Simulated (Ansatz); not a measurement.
# C₃H₃N: a ladder of functionals and wavefunction methods

The task here is to estimate one member of a computed series from the others.

The runs use Ansatz 0.2.0, Gaussian basis; functionals in def2-TZVPP, the program's frozen cores in correlated methods.

Levels to be run: LDA (SPW92), PBE-D4, revPBE-D4, BLYP-D4, r2SCAN-D4, B97M-V, PBE0-D4, B3LYP-D4, r2SCANh-D4, r2SCAN0-D4, HSE06-D4, BHLYP-D4, CAM-B3LYP-D4, LC-ωPBE, ωB97X-V, ωB97M-V, B2PLYP, PBE-QIDH; CCSD(T)/def2-SVP; CCSD(T)/def2-TZVPP; MP2/def2-QZVPP; extrapolation to the limit; RPA on PBE.

### The relaxed structure

An earlier PBE0-D4 in a triple-zeta def2 set relaxation fixed the geometry.

SMILES `C=C=C=N`, 7 atoms, charge 0, spin multiplicity 1.

Atoms are counted from 1 here; the program's logs count them from 0.

Bond lengths: C1–C2 1.309 Å, C1–H5 1.088 Å, C1–H6 1.088 Å, C2–C3 1.271 Å, C3–N4 1.232 Å, N4–H7 1.020 Å. Angles: C2–C1–H5 121.6°, C2–C1–H6 121.8°, H5–C1–H6 116.6°, C1–C2–C3 177.6°, C2–C3–N4 173.2°, C3–N4–H7 114.3°.

The first run:

Contents of in.yaml:

```yaml
crystal:
  periodic: [false, false, false]
  atoms:
    - {symbol: C, position_ang: [-0.970200, 1.187604, 0.151406]}
    - {symbol: C, position_ang: [-0.171363, 0.177213, -0.082747]}
    - {symbol: C, position_ang: [0.617977, -0.803582, -0.258302]}
    - {symbol: N, position_ang: [1.342062, -1.751011, -0.567762]}
    - {symbol: H, position_ang: [-1.568929, 1.635810, -0.638720]}
    - {symbol: H, position_ang: [-1.070377, 1.622227, 1.143749]}
    - {symbol: H, position_ang: [1.882130, -2.136361, 0.206776]}
basis:
  gaussian: {orbitals: def2-TZVPP}
hamiltonian: {xc: lda}
output: {orbitals: {seedname: orbitals}}
```

Steps of the session up to this table: LDA; PBE-D4 (GGA); revPBE-D4 (GGA); BLYP-D4 (GGA); r2SCAN-D4 (meta-GGA); B97M-V (meta-GGA); PBE0-D4 (hybrid); B3LYP-D4 (hybrid); r2SCANh-D4 (hybrid); r2SCAN0-D4 (hybrid); HSE06-D4 (hybrid); BHLYP-D4 (hybrid); CAM-B3LYP-D4 (range-separated); LC-ωPBE (range-separated); ωB97X-V (range-separated); ωB97M-V (range-separated); B2PLYP (double hybrid); PBE-QIDH (double hybrid).

One of the session's tables, all rows but one given; the rest of the session is left out.

It belongs to the step «Frontier levels by functional». 

| functional | HOMO (eV) | LUMO (eV) | gap (eV) |
| --- | --- | --- | --- |
| LDA (SPW92) | -5.63 | -3.28 | 2.34 |
| PBE-D4 | -5.51 | -3.05 | 2.46 |
| revPBE-D4 | -5.46 | -2.96 | 2.50 |
| BLYP-D4 | -5.39 | -2.89 | 2.50 |
| r2SCAN-D4 | -5.71 | -2.93 | 2.78 |
| B97M-V | -5.78 | -2.78 | 2.99 |
| PBE0-D4 | -6.72 | -2.14 | 4.58 |
| B3LYP-D4 | -6.52 | -2.34 | 4.18 |
| r2SCANh-D4 | -6.17 | -2.60 | 3.57 |
| r2SCAN0-D4 | -6.86 | -2.09 | 4.77 |
| HSE06-D4 | -6.32 | -2.52 | 3.81 |
| BHLYP-D4 | -7.84 | -1.07 | 6.78 |
| CAM-B3LYP-D4 | ? | ? | ? |
| LC-ωPBE | -9.36 | 0.08 | 9.44 |
| ωB97X-V | -9.01 | 0.05 | 9.06 |
| ωB97M-V | -8.90 | 0.00 | 8.90 |

Estimate the missing values for CAM-B3LYP-D4.

The run gave: HOMO (eV): -8.05; LUMO (eV): -1.02; gap (eV): 7.03. In the column «HOMO (eV)» it lies between ωB97M-V (-8.90) and BHLYP-D4 (-7.84).
